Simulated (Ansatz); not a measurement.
The input, for Ansatz 0.2.0:

```yaml
crystal:
  periodic: [false, false, false]
  atoms:
    - {symbol: Al, position_ang: [0.000000, 0.054554, 3.669891]}
    - {symbol: C, position_ang: [0.000000, -0.383125, -1.418320]}
    - {symbol: H, position_ang: [0.000000, 0.328571, -2.251571]}
basis:
  gaussian: {orbitals: 6-31G}
correlation: {active_space: {window: {electrons: 2, orbitals: 200}}}
scf: {lower_state_search: off}
```

```sh
$ ansatz run in.yaml --threads 1 --pin off --events-out ev --progress --plain --max-ram 2393MiB
```

Task: One thing in this input was set wrong on purpose, beside settings that are merely unusual. What is the gravest fault, and what does the program do?

Result: Impossible active window. How the run ends: stopped by an error.
```
these checks for a lower state are left out or cut short: stability, starts, cluster_reference, orbital_swaps, neighbouring_geometries, increment
297 factors; integrals over basis functions are off by at most 3.1e-4 eV
mean field evaluation 1: about -7615.9839 eV, gradient 1.7e1 eV
mean field evaluation 2: about -7615.9837 eV, gradient 1.7e1 eV
mean field evaluation 4: about -7617.0890 eV, gradient 8.5e0 eV
mean field evaluation 8: about -7618.5659 eV, gradient 1.7e-1 eV
mean field evaluation 16: about -7618.5661 eV, gradient 2.0e-6 eV
mean field -7618.56610106 eV, -279.9771401645 hartree, gradient 2.0e-6 eV, S^2 0.000000; 0 other end points of the search recorded, 0 dependent functions left out
reference -7618.56610106 eV, -279.9771401645 hartree; 10, 10 occupied and 14, 14 virtual orbitals, 297 factors
Error: 2 electrons in 200 orbitals form no window around the highest filled level of the reference
```
